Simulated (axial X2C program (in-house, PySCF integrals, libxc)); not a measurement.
## Potential curves of SiF⁺, with spin–orbit coupling

All values were computed with an in-house relativistic program for diatomic molecules. Two-component (2c) means X2C with spin–orbit coupling and atomic mean-field two-electron Coulomb and Gaunt terms. Basis: Si dyall-v3z [8s7p2d1f], F dyall-av3z [7s6p3d2f] (cores contracted in-house); Gaussian nuclei, density fitting, unrestricted open shells. Masses: Si 27.977 u, F 18.998 u.

State: Ω = 0 (closed shell). Energies in kJ/mol from the fragments at the same level (Si+ + F). Fits are polynomials in 1 − R0/R over 0.85 to 1.23 times the lowest point R0.

```csv
R (Å),HF
1.3502,-361.01
1.4123,-425.70
1.4589,-450.70
1.5054,-460.64
1.5520,-459.07
1.6063,-446.32
1.6606,-424.96
1.7305,-388.77
1.8158,-336.41
1.9400,-252.70
```

Occupations by symmetry block were frozen at the best pattern of an incomplete PBE0 search. Closed shells are restricted here (equal orbitals for both partners); the stretched side of such a curve lies too high. Dissociation energies refer to the lowest single-determinant-based atoms at the same level and basis.

(1) Fit the HF curve near its minimum: give the equilibrium distance, the harmonic wavenumber and the well depth.

Results:

(1) At HF, 2c: Re = 1.521 Å, ωe ≈ 1100 cm⁻¹, De = 4.78 eV to Si+ + F; Be follows as 0.644 cm⁻¹.
